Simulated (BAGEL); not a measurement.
# CH6NSi (SMILES CN[SiH2]) at UHF/6-31G(d) (density fitting with qzvpp-jkfit, spherical functions)

What is the vertical ionisation energy of CH6NSi at UHF/6-31G* (density fitting with qzvpp-jkfit, spherical functions)? 

The calculation is run with BAGEL 1.2.2.

2 further runs of the same task are left out: 2 set aside as unsound or not needed.

### Step 1. Starting point

CH6NSi has 9 atoms, charge 0, and is taken as a doublet. As SMILES, `CN[SiH2]`. The coordinates come from a PBE0-D4/def2-TZVP relaxation. This is one conformer, not always the lowest.

Bond lengths: C1–N2 1.445 Å, N2–Si3 1.721 Å, C1–H4 1.092 Å, C1–H5 1.097 Å, C1–H6 1.094 Å, N2–H7 1.009 Å, Si3–H8 1.496 Å, Si3–H9 1.494 Å. Some angles: C1–N2–Si3 124.4°, C1–N2–H7 113.6°, Si3–N2–H7 117.7°, N2–C1–H4 109.4°, N2–C1–H5 113.3°, N2–C1–H6 110.8°, N2–Si3–H8 107.0°, N2–Si3–H9 106.6°, H4–C1–H5 107.6°, H4–C1–H6 107.3°.

### Step 2. The energy at UHF/6-31G(d) (density fitting with qzvpp-jkfit, spherical functions)

hf.json reads:

```json
{ "bagel": [

{
  "title": "molecule",
  "basis": "6-31gs.json",
  "df_basis": "qzvpp-jkfit",
  "angstrom": true,
  "geometry": [
    { "atom": "C", "xyz": [      -0.456800,       0.543200,      -0.985800 ] },
    { "atom": "N", "xyz": [       0.351000,       0.374300,       0.200700 ] },
    { "atom": "Si", "xyz": [       0.668300,      -1.140200,       0.954400 ] },
    { "atom": "H", "xyz": [      -1.199800,      -0.255900,      -1.036400 ] },
    { "atom": "H", "xyz": [       0.125800,       0.513900,      -1.914600 ] },
    { "atom": "H", "xyz": [      -1.000400,       1.492200,      -0.954800 ] },
    { "atom": "H", "xyz": [       1.016700,       1.117900,       0.345800 ] },
    { "atom": "H", "xyz": [      -0.640500,      -1.855800,       1.066000 ] },
    { "atom": "H", "xyz": [       1.224200,      -0.836000,       2.307600 ] }
  ]
},

{
  "title": "uhf",
  "charge": 0,
  "nopen": 1
},

{
  "title": "print",
  "file": "orbitals.molden",
  "orbitals": true
}

]}
```

The basis set 6-31G* is read from a file made from the Basis Set Exchange's data (not shown).

The run is started by

```
$ BAGEL_NUM_THREADS=1 BAGEL hf.json > hf.out
```

The log of the run:

```text
* using 1 threads per process

  ===============================================================
  ===============================================================

  *** Geometry ***

  { "atom" : "C", "xyz" : [     -0.863227,      1.026499,     -1.862892 ] },
  { "atom" : "N", "xyz" : [      0.663294,      0.707324,      0.379268 ] },
  { "atom" : "Si", "xyz" : [      1.262904,     -2.154666,      1.803555 ] },
  { "atom" : "H", "xyz" : [     -2.267293,     -0.483581,     -1.958512 ] },
  { "atom" : "H", "xyz" : [      0.237728,      0.971130,     -3.618070 ] },
  { "atom" : "H", "xyz" : [     -1.890482,      2.819849,     -1.804311 ] },
  { "atom" : "H", "xyz" : [      1.921285,      2.112525,      0.653467 ] },
  { "atom" : "H", "xyz" : [     -1.210370,     -3.506954,      2.014448 ] },
  { "atom" : "H", "xyz" : [      2.313403,     -1.579811,      4.360732 ] },

  Number of auxiliary basis functions:      388

  Since a DF basis is specified, we compute 2- and 3-index integrals:
    o Being stored without compression. Storage requirement is 0.010 GB

  Number of basis functions:       58
  Number of electrons      :       33

    * METHOD: MOLECULE                             0.13

  *** Open-shell HF ***

  === Nuclear Repulsion ===
   107.9758273257

      * DIIS with orbital gradients will be used.

  === UHF iteration (6-31gs.json) ===
      0       -384.53555548          0.04537154           0.04
      1       -384.63749229          0.02731971           0.04
      2       -384.66722991          0.01743860           0.04
      3       -384.68552527          0.00123976           0.04
      4       -384.68590487          0.00037259           0.04
      5       -384.68594129          0.00016047           0.04
      6       -384.68595878          0.00004900           0.04
      7       -384.68596122          0.00001398           0.04
      8       -384.68596162          0.00000633           0.04
      9       -384.68596171          0.00000271           0.04
     10       -384.68596173          0.00000171           0.04
     11       -384.68596173          0.00000073           0.04
     12       -384.68596174          0.00000032           0.04
     13       -384.68596174          0.00000012           0.04
     14       -384.68596174          0.00000005           0.04
     15       -384.68596174          0.00000003           0.04
     16       -384.68596174          0.00000001           0.04
     17       -384.68596174          0.00000001           0.04
    * SCF iteration converged.

    * S^2 (UHF) is 0.7554

    * Permanent dipole moment:
           (   -0.140788,    -0.342876,     0.381849) a.u.

    * METHOD: UHF                                  0.88

    * METHOD: PRINT                                0.01

  ===============================================================
```

Run time: 1.1 s. Hardware: 1 thread of Arm Neoverse V1, shared host; peak memory 0.081 GiB.

### Step 3. The singlet cation at the same level

calc.json reads:

```json
{ "bagel" : [

{
  "title" : "molecule",
  "basis" : "6-31gs.json",
  "df_basis" : "qzvpp-jkfit",
  "angstrom" : true,
  "geometry" : [
    { "atom" : "C", "xyz" : [   -0.456800,    0.543200,   -0.985800 ] },
    { "atom" : "N", "xyz" : [    0.351000,    0.374300,    0.200700 ] },
    { "atom" : "Si", "xyz" : [    0.668300,   -1.140200,    0.954400 ] },
    { "atom" : "H", "xyz" : [   -1.199800,   -0.255900,   -1.036400 ] },
    { "atom" : "H", "xyz" : [    0.125800,    0.513900,   -1.914600 ] },
    { "atom" : "H", "xyz" : [   -1.000400,    1.492200,   -0.954800 ] },
    { "atom" : "H", "xyz" : [    1.016700,    1.117900,    0.345800 ] },
    { "atom" : "H", "xyz" : [   -0.640500,   -1.855800,    1.066000 ] },
    { "atom" : "H", "xyz" : [    1.224200,   -0.836000,    2.307600 ] }
  ]
},
{
  "title" : "hf",
  "charge" : 1
},
{
  "title" : "print",
  "file" : "orbitals.molden",
  "orbitals" : true
}

]}
```

The basis set 6-31G* is read from a file made from the Basis Set Exchange's data (not shown).

The run is started by

```
$ BAGEL_NUM_THREADS=1 BAGEL calc.json > calc.out
```

The log of the run:

```text
* using 1 threads per process

  ===============================================================
  ===============================================================

  *** Geometry ***

  { "atom" : "C", "xyz" : [     -0.863227,      1.026499,     -1.862892 ] },
  { "atom" : "N", "xyz" : [      0.663294,      0.707324,      0.379268 ] },
  { "atom" : "Si", "xyz" : [      1.262904,     -2.154666,      1.803555 ] },
  { "atom" : "H", "xyz" : [     -2.267293,     -0.483581,     -1.958512 ] },
  { "atom" : "H", "xyz" : [      0.237728,      0.971130,     -3.618070 ] },
  { "atom" : "H", "xyz" : [     -1.890482,      2.819849,     -1.804311 ] },
  { "atom" : "H", "xyz" : [      1.921285,      2.112525,      0.653467 ] },
  { "atom" : "H", "xyz" : [     -1.210370,     -3.506954,      2.014448 ] },
  { "atom" : "H", "xyz" : [      2.313403,     -1.579811,      4.360732 ] },

  Number of auxiliary basis functions:      388

  Since a DF basis is specified, we compute 2- and 3-index integrals:
    o Being stored without compression. Storage requirement is 0.010 GB

  Number of basis functions:       58
  Number of electrons      :       33

    * METHOD: MOLECULE                             0.13

  *** RHF ***

  === Nuclear Repulsion ===
   107.9758273257

      * DIIS with orbital gradients will be used.

  === RHF iteration (6-31gs.json) ===
      0       -384.26538678          0.02267219           0.02
      1       -384.35580764          0.01738223           0.02
      2       -384.42237641          0.00233344           0.02
      3       -384.42427433          0.00042396           0.02
      4       -384.42435592          0.00016901           0.02
      5       -384.42437641          0.00007583           0.02
      6       -384.42438138          0.00002427           0.02
      7       -384.42438197          0.00000739           0.02
      8       -384.42438202          0.00000253           0.02
      9       -384.42438203          0.00000096           0.02
     10       -384.42438203          0.00000053           0.02
     11       -384.42438203          0.00000016           0.02
     12       -384.42438203          0.00000006           0.02
     13       -384.42438203          0.00000002           0.02
     14       -384.42438203          0.00000001           0.02
    * SCF iteration converged.

    * Permanent dipole moment:
           (   -0.780752,     0.751569,    -0.219546) a.u.

    * METHOD: HF                                   0.43

    * METHOD: PRINT                                0.01

  ===============================================================
```

Wall time 0.7 s (1 thread of Arm Neoverse V1, shared host); peak memory 0.081 GiB.

### Step 4. Results

Level: UHF/6-31G* (density fitting with qzvpp-jkfit, spherical functions).

```
                                          quantity          value
                      doublet CH6NSi: total energy  -384.68596 Eh
                     doublet CH6NSi: dipole moment         1.35 D
                              doublet CH6NSi: ⟨S²⟩          0.755
                      singlet cation: total energy  -384.42438 Eh
                       singlet cation: HOMO energy      -16.63 eV
                       singlet cation: LUMO energy       -6.22 eV
                     singlet cation: HOMO–LUMO gap       10.41 eV
vertical ionisation energy (to the singlet cation)       7.118 eV
```

**Reading.** The vertical ionisation energy comes to 7.12 eV (687 kJ/mol). Only the singlet of the ionised species was computed; a triplet could lie lower.
